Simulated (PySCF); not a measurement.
Species: (CH3CH2)2CHF, C5H11F.
Bonds: C1–C2, C2–C3, C3–F4, C3–C5, C5–C6. Hydrogens: H7, H8, H9 on C1; H10, H11 on C2; H12 on C3; H13, H14 on C5; H15, H16, H17 on C6.

Torsions of this conformer, `[CH3:1][CH2:2][CH:3]([F:4])[CH2:5][CH3:6]`: C1–C2–C3–F4 -59°, C2–C3–C5–C6 179°.

The closed-shell ground state was solved at several levels (PySCF, density fitting, gas phase, non-relativistic). Geometry: PBE0-D3(BJ)/def2-SVP, one conformer, isolated molecule.

| level | basis functions | total energy (Eh) | HOMO (eV) | LUMO (eV) | gap (eV) | dipole (D) |
| --- | --- | --- | --- | --- | --- | --- |
| CAM-B3LYP/def2-SVPD | 211 | -296.6626 | -10.47 | 1.40 | 11.87 | 1.84 |
| PBE0/6-311+G(2d,p) | 228 | -296.7560 | -8.96 | 0.39 | 9.35 | 1.77 |
| KT3/pcSseg-1 | 157 | -301.3490 | -7.54 | 0.55 | 8.09 | 1.59 |
| PBE0/pcSseg-0 | 76 | -295.9916 | -8.86 | 2.12 | 10.98 | 1.87 |
| B3LYP/pcJ-1 | 272 | -297.0292 | -8.73 | 1.20 | 9.93 | 1.72 |
| B3LYP/pcSseg-1 | 157 | -296.9850 | -8.74 | 1.16 | 9.90 | 1.71 |
| PBE0/aug-cc-pVDZ | 237 | -296.7005 | -8.92 | -0.04 | 8.88 | 1.73 |
| PBE0/IGLO-III | 320 | -296.7895 | -8.94 | 0.85 | 9.79 | 1.72 |

Task: Estimate the row for PBE0/6-31G, a basis of 76 functions; the other rows only guide the guess.

Result: Total energy -296.5956 Eh, HOMO -8.73 eV, LUMO 2.71 eV, gap 11.44 eV, dipole 1.83 D.

Task: Over all these levels, which gives the widest orbital gap and which the narrowest?

Result: CAM-B3LYP/def2-SVPD (range-separated hybrid) has the widest, 11.87 eV, and KT3/pcSseg-1 (GGA) the narrowest, 8.09 eV. Functional and basis both differ between the two, so the spread mixes both effects.

Task: How much does the basis alone move the frontier levels among the 5 PBE0 rows (the withheld one included)?

Result: The HOMO by 0.23 eV and the LUMO by 2.75 eV. By rising basis size (HOMO, LUMO in eV): pcSseg-0 -8.86, 2.12; 6-31G -8.73, 2.71; 6-311+G(2d,p) -8.96, 0.39; aug-cc-pVDZ -8.92, -0.04; IGLO-III -8.94, 0.85.

Task: How far do the dipole and the HOMO energy spread over the levels?

Result: The dipole runs from 1.59 to 1.87 D (mean 1.75 D) and the HOMO from -10.47 to -7.54 eV.
